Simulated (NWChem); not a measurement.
Ionisation of disulfur (S$_{2}$)

```xyz
2

S      0.0000     0.0000     0.9520
S      0.0000     0.0000    -0.9520
```
Charge 0, spin multiplicity 3.

Everything below was run with NWChem. Structure: optimised with UPBE0/def2-SVP, a minimum by its harmonic frequencies.

Basis set: def2-TZVP. −ε marks an orbital energy of the parent.

B3LYP has NWChem's definition, with VWN1-RPA local correlation. The unpaired electrons of the parent sit in orbitals of symmetry b2g and b3g (D2h labels of the run); other states weren't searched. No SCF solution was tested for a lower state.

Problem. Order these methods by the first vertical ionisation energy they give, lowest first: −ε(alpha HOMO) of B3LYP, −ε(alpha HOMO) of BP86, −ε(alpha HOMO) of PBE, −ε(alpha HOMO) of BLYP.

Solution. −ε(alpha HOMO) of BLYP (5.57 eV), −ε(alpha HOMO) of PBE (5.78 eV), −ε(alpha HOMO) of BP86 (5.87 eV), −ε(alpha HOMO) of B3LYP (6.78 eV)
